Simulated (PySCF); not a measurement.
Identify the unknown among the candidates.

All candidates are C5H13N.

| technique | computed result |
| --- | --- |
| Dipole | 0.86 D [B97-2/pcSseg-2] |
| Rotational structure | rotational constants A, B, C: 4.403, 2.659, 2.647 GHz [PBE0-D3(BJ)/def2-TZVP] |
| NMR, other nuclei | isotropic shieldings of nuclei other than C and H, by class: 196 (1 N) ppm [GIAO B97-2/pcSseg-2] |
| 13C NMR | chemical shifts (computed TMS as zero) by class: 53.3 (1 C), 31.7 (1 C), 30.4 (3 C) ppm [GIAO B97-2/pcSseg-2] |
| 1H NMR | chemical shifts (computed TMS as zero) by class: 2.42 (3 H), 1.05 (9 H), -0.06 (1 H) ppm [GIAO B97-2/pcSseg-2] |

The electronic properties come from PySCF, for the isolated species, density fitting. Levels stand in brackets. Isolated species at its PBE0-D3(BJ)/def2-TZVP geometry, gas phase. NMR values are class means; diastereotopic atoms form classes of their own.

Problem. Which candidate is it?
A. `CNC(C)(C)C`
B. `CC(C)N(C)C`
C. `CCCN(C)C`

Solution. A. It is `CNC(C)(C)C`. Numbering: `[CH3:1][NH:2][C:3]([CH3:4])([CH3:5])[CH3:6]`. Its formula, C5H13N, gives 0 degrees of unsaturation, so no ring and no π bond. 5 carbons fall into 3 classes; from least to most shielded: sp3 carbon bound to nitrogen [C3] (53.3 ppm), N-methyl carbon [C1] (31.7 ppm), methyl carbon [C4/C5/C6] (30.4 ppm, 3 C, up to 7.7 ppm apart in this geometry). Hydrogen classes from least to most shielded: 3 H on an N-methyl carbon, C1 (2.42 ppm), 9 H on 3 methyl carbons, C4/C5/C6 (1.05 ppm, a mean of values up to 1.3 ppm apart in this geometry), 1 H on a secondary amine nitrogen, N2 (-0.06 ppm). The other shieldings belong to: 196 ppm, secondary amine nitrogen [N2]. By its constants the optimised geometry is a nearly prolate symmetric top.

The others, at the same levels:
- `CCCN(C)C` fails: it has 4 carbon classes against 3; its computed 13C shifts are 66.3 (1 C), 47.8 (2 C), 26.9 (1 C), 14.9 (1 C) ppm, 1H shifts are 2.17 (6 H), 2.06 (2 H), 1.51 (2 H), 0.94 (3 H) ppm and rotational constant A is 7.344 GHz (against 4.403 GHz).
- `CC(C)N(C)C` fails: its computed 13C shifts are 59.0 (1 C), 41.8 (2 C), 18.0 (2 C) ppm, 1H shifts are 2.80 (1 H), 2.25 (6 H), 0.98 (6 H) ppm and smallest rotational constant is 2.388 GHz (against 2.647 GHz).

Each candidate is one conformer, not necessarily the lowest. Dipoles, sizes and rotational constants follow the conformer. The torsions of the flexible species, by atom-mapped SMILES:
- `[CH3:1][NH:2][C:3]([CH3:4])([CH3:5])[CH3:6]`: C1–N2–C3–C4 -56°
- `[CH3:1][CH2:2][CH2:3][N:4]([CH3:5])[CH3:6]`: C1–C2–C3–N4 -171°, C2–C3–N4–C5 -65°
- `[CH3:1][CH:2]([CH3:3])[N:4]([CH3:5])[CH3:6]`: C1–C2–N4–C5 -70°
